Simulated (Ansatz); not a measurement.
Ansatz (an electronic-structure program) input (B3LYP-D3(BJ)/def2-TZVP):

Ansatz 0.2 input:
```yaml
crystal:
  periodic: [false, false, false]
  atoms:
    - {symbol: C, position_ang: [1.31060113, 0.01504024, 0.00000187]}
    - {symbol: C, position_ang: [0.00000000, -0.00000000, -0.00000000]}
    - {symbol: C, position_ang: [-1.31060113, -0.01504024, -0.00000187]}
    - {symbol: H, position_ang: [1.87750632, -0.40569906, -0.83203234]}
    - {symbol: H, position_ang: [1.86769925, 0.44867841, 0.83203769]}
    - {symbol: H, position_ang: [-1.87662651, 0.32924458, -0.86704697]}
    - {symbol: H, position_ang: [-1.86857905, -0.37222393, 0.86704163]}
basis:
  gaussian:
    orbitals: def2-TZVP
hamiltonian:
  xc: b3lyp
  dispersion: d3bj
total_charge: 1
magnetization: {spin_polarized: true, initial_magnetization: 1}
phonons: {temperatures: {t_min: 298.15, t_max: 298.15, t_step: 100}}
```

Output:

```
Functional definition: B3LYP
integrals: 0.03 GiB planned
716 factors; their error is unknown
mean field: 0.39 GiB planned
mean field evaluation 1: about -3158.1201 eV, gradient 4.1e1 eV
mean field evaluation 2: about -3159.3327 eV, gradient 3.7e1 eV
mean field evaluation 4: about -3166.2519 eV, gradient 3.1e0 eV
mean field evaluation 8: about -3166.2978 eV, gradient 5.6e-2 eV
mean field evaluation 16: about -3166.2851 eV, gradient 6.8e-4 eV
mean field -3166.28513262 eV, -116.3588324386 hartree, gradient 9.9e-6 eV, S^2 0.760892; 0 other end points of the search recorded, 0 dependent functions left out
the calculation of the forces begins
reference -3166.28534364 eV, -116.3588401936 hartree; 11, 10 occupied and 106, 107 virtual orbitals, 716 factors
these checks for a lower state are left out or cut short: stability, starts, cluster_reference, orbital_swaps, neighbouring_geometries, increment
integrals: 0.03 GiB planned
716 factors; their error is unknown
mean field: 0.39 GiB planned
mean field -3166.28507230 eV, -116.3588302218 hartree, gradient 1.3e-6 eV, S^2 0.760892; 0 other end points of the search recorded, 0 dependent functions left out
the calculation of the forces begins
reference -3166.28528332 eV, -116.3588379768 hartree; 11, 10 occupied and 106, 107 virtual orbitals, 716 factors
these checks for a lower state are left out or cut short: stability, starts, cluster_reference, orbital_swaps, neighbouring_geometries, increment
integrals: 0.03 GiB planned
716 factors; their error is unknown
mean field: 0.39 GiB planned
mean field evaluation 32: about -3166.2851 eV, gradient 6.5e-7 eV
mean field -3166.28507230 eV, -116.3588302218 hartree, gradient 1.3e-6 eV, S^2 0.760892; 0 other end points of the search recorded, 0 dependent functions left out
the calculation of the forces begins
reference -3166.28528332 eV, -116.3588379768 hartree; 11, 10 occupied and 106, 107 virtual orbitals, 716 factors
these checks for a lower state are left out or cut short: stability, starts, cluster_reference, orbital_swaps, neighbouring_geometries, increment
integrals: 0.03 GiB planned
716 factors; their error is unknown
mean field: 0.39 GiB planned
mean field -3166.28498244 eV, -116.3588269195 hartree, gradient 1.3e-6 eV, S^2 0.760924; 0 other end points of the search recorded, 0 dependent functions left out
the calculation of the forces begins
reference -3166.28519346 eV, -116.3588346745 hartree; 11, 10 occupied and 106, 107 virtual orbitals, 716 factors
these checks for a lower state are left out or cut short: stability, starts, cluster_reference, orbital_swaps, neighbouring_geometries, increment
integrals: 0.03 GiB planned
716 factors; their error is unknown
mean field: 0.39 GiB planned
mean field -3166.28492983 eV, -116.3588249861 hartree, gradient 1.4e-6 eV, S^2 0.760861; 0 other end points of the search recorded, 0 dependent functions left out
the calculation of the forces begins
reference -3166.28514085 eV, -116.3588327410 hartree; 11, 10 occupied and 106, 107 virtual orbitals, 716 factors
these checks for a lower state are left out or cut short: stability, starts, cluster_reference, orbital_swaps, neighbouring_geometries, increment
integrals: 0.03 GiB planned
716 factors; their error is unknown
mean field: 0.39 GiB planned
mean field -3166.28502643 eV, -116.3588285361 hartree, gradient 1.4e-6 eV, S^2 0.760892; 0 other end points of the search recorded, 0 dependent functions left out
the calculation of the forces begins
reference -3166.28523745 eV, -116.3588362911 hartree; 11, 10 occupied and 106, 107 virtual orbitals, 716 factors
these checks for a lower state are left out or cut short: stability, starts, cluster_reference, orbital_swaps, neighbouring_geometries, increment
integrals: 0.03 GiB planned
716 factors; their error is unknown
mean field: 0.39 GiB planned
mean field -3166.28502644 eV, -116.3588285365 hartree, gradient 1.4e-6 eV, S^2 0.760892; 0 other end points of the search recorded, 0 dependent functions left out
the calculation of the forces begins
reference -3166.28523746 eV, -116.3588362915 hartree; 11, 10 occupied and 106, 107 virtual orbitals, 716 factors
these checks for a lower state are left out or cut short: stability, starts, cluster_reference, orbital_swaps, neighbouring_geometries, increment
integrals: 0.03 GiB planned
716 factors; their error is unknown
mean field: 0.39 GiB planned
mean field evaluation 64: about -3166.2848 eV, gradient 3.1e-1 eV
mean field -3166.28511127 eV, -116.3588316542 hartree, gradient 1.3e-6 eV, S^2 0.760893; 0 other end points of the search recorded, 0 dependent functions left out
the calculation of the forces begins
reference -3166.28532232 eV, -116.3588394100 hartree; 11, 10 occupied and 106, 107 virtual orbitals, 716 factors
these checks for a lower state are left out or cut short: stability, starts, cluster_reference, orbital_swaps, neighbouring_geometries, increment
integrals: 0.03 GiB planned
716 factors; their error is unknown
mean field: 0.39 GiB planned
mean field -3166.28507759 eV, -116.3588304164 hartree, gradient 1.3e-6 eV, S^2 0.760891; 0 other end points of the search recorded, 0 dependent functions left out
the calculation of the forces begins
reference -3166.28528859 eV, -116.3588381704 hartree; 11, 10 occupied and 106, 107 virtual orbitals, 716 factors
these checks for a lower state are left out or cut short: stability, starts, cluster_reference, orbital_swaps, neighbouring_geometries, increment
integrals: 0.03 GiB planned
716 factors; their error is unknown
mean field: 0.39 GiB planned
mean field -3166.28510976 eV, -116.3588315987 hartree, gradient 1.3e-6 eV, S^2 0.760893; 0 other end points of the search recorded, 0 dependent functions left out
the calculation of the forces begins
reference -3166.28532077 eV, -116.3588393532 hartree; 11, 10 occupied and 106, 107 virtual orbitals, 716 factors
these checks for a lower state are left out or cut short: stability, starts, cluster_reference, orbital_swaps, neighbouring_geometries, increment
integrals: 0.03 GiB planned
716 factors; their error is unknown
mean field: 0.39 GiB planned
mean field -3166.28511426 eV, -116.3588317638 hartree, gradient 1.2e-6 eV, S^2 0.760891; 0 other end points of the search recorded, 0 dependent functions left out
the calculation of the forces begins
reference -3166.28532529 eV, -116.3588395192 hartree; 11, 10 occupied and 106, 107 virtual orbitals, 716 factors
these checks for a lower state are left out or cut short: stability, starts, cluster_reference, orbital_swaps, neighbouring_geometries, increment
integrals: 0.03 GiB planned
716 factors; their error is unknown
mean field: 0.39 GiB planned
mean field evaluation 96: about -3166.2851 eV, gradient 1.3e-6 eV
mean field -3166.28506417 eV, -116.3588299233 hartree, gradient 1.3e-6 eV, S^2 0.760891; 0 other end points of the search recorded, 0 dependent functions left out
the calculation of the forces begins
reference -3166.28527516 eV, -116.3588376768 hartree; 11, 10 occupied and 106, 107 virtual orbitals, 716 factors
these checks for a lower state are left out or cut short: stability, starts, cluster_reference, orbital_swaps, neighbouring_geometries, increment
integrals: 0.03 GiB planned
716 factors; their error is unknown
mean field: 0.39 GiB planned
mean field -3166.28507374 eV, -116.3588302749 hartree, gradient 1.3e-6 eV, S^2 0.760893; 0 other end points of the search recorded, 0 dependent functions left out
the calculation of the forces begins
reference -3166.28528480 eV, -116.3588380312 hartree; 11, 10 occupied and 106, 107 virtual orbitals, 716 factors
Total energy: -3166.44543741 eV, -116.3647235312 hartree
Atom 0 at     1.310601     0.015040     0.000002 Å, force     0.000067     0.000001     0.000000 eV/Å
Atom 1 at     0.000000     0.000000     0.000000 Å, force    -0.000000     0.000000    -0.000000 eV/Å
Atom 2 at    -1.310601    -0.015040    -0.000002 Å, force    -0.000067    -0.000001    -0.000000 eV/Å
Atom 3 at     1.877506    -0.405699    -0.832032 Å, force    -0.000131     0.000053     0.000032 eV/Å
Atom 4 at     1.867699     0.448678     0.832038 Å, force    -0.000130    -0.000056    -0.000032 eV/Å
Atom 5 at    -1.876627     0.329245    -0.867047 Å, force     0.000131    -0.000050     0.000036 eV/Å
Atom 6 at    -1.868579    -0.372224     0.867042 Å, force     0.000130     0.000053    -0.000036 eV/Å
Dipole moment:    -0.000000     0.000000    -0.000000 e Å
Vibrations: 322.98 341.22 784.34 803.77 912.45 934.98 998.14 1071.84 1353.67 1400.32 1638.71 3062.68 3079.81 3153.89 3156.34 cm⁻¹, zero-point energy 1.426758 eV
```
